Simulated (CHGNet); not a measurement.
# bcc Ta

The numbers are results of the machine-learned potential CHGNet-r²SCAN (trained on r²SCAN data), not measurements.

Cell (relaxed at this level):

Space group Im-3m (No. 229); a = 3.321 Å, b = 3.321 Å, c = 3.321 Å, α = 90.00°, β = 90.00°, γ = 90.00°

```json
[
 {"atom": "Ta", "site": "2a", "symmetry": "m-3m", "x": "0.0000", "y": "0.0000", "z": "0.0000"}
]
```
(The calculation used a cell of 1 atom; values per cell refer to that cell.)

```
Item                       Result
------------------------  -------
vacancy formation energy  1.04 eV
```

Measured, for comparison: vacancy formation energy 2.9 ± 0.4 eV (no zero-point or thermal correction, monovacancy, our sources range from 2.65 to 3.00; as tabulated in Mehl and Papaconstantopoulos (1996), arXiv:mtrl-th/9602003). Computed (rounded) less measured: vacancy formation energy not scored (sources differ).

A machine-learned potential is trained on density-functional data: it inherits that level's misses and adds fitting errors of its own.
